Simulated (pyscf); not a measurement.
NH₃ + [Cl–B–Cl]• -> H₂N–B(Cl)–Cl + H•, a substitution at N (doublet surface; H–N broken, B–N formed). PySCF, gas phase, ωB97X-D3(BJ)/def2-SVP geometries. MP2 and CC: frozen core, UHF for open shells. ΔMP2 is the change of the MP2 total energy from the triple- to the quadruple-zeta basis. Energies in kcal/mol from the separated reactants.

Small-basis levels: PySCF, no dispersion term, spherical d functions. Open shells are spin-unrestricted. 

### Question
In single points B3LYP/6-31G* puts the saddle at -14.3 kcal/mol and the reaction energy at -26.3 kcal/mol. Should these be trusted to within a few kcal/mol? Compare with CCSD(T)/def2-TZVPP + ΔMP2(QZVPP).

### Answer
CCSD(T)/def2-TZVPP + ΔMP2(QZVPP) gives ΔE‡ = -7.8 kcal/mol and ΔE = -24.4 kcal/mol. B3LYP/6-31G* lies 6.5 kcal/mol under it in the barrier and 1.9 kcal/mol under it in the reaction energy, so on this step it does not hold to within 3.0 kcal/mol. CCSD(T)/def2-TZVPP + ΔMP2(QZVPP) has limits of its own. On the reactant side the descent ends in an adduct with a B–N contact, 29.6 kcal/mol under the separated species and 20.5 kcal/mol under the saddle at ωB97X-D3(BJ)/def2-TZVP. At CCSD(T) the saddle lies under the separated reactants, which points to a path from their complex (located at ωB97X-D3(BJ) alone). What is counted as formed (B–N) is already present as a longer contact in the reactant adduct; forming that adduct is a step of its own. This is the saddle that the search found; another between the same sides may lie lower. The angle at the attacked N is 120°. The CCSD(T) − MP2 part came from Ansatz, without density fitting, on the same reference.
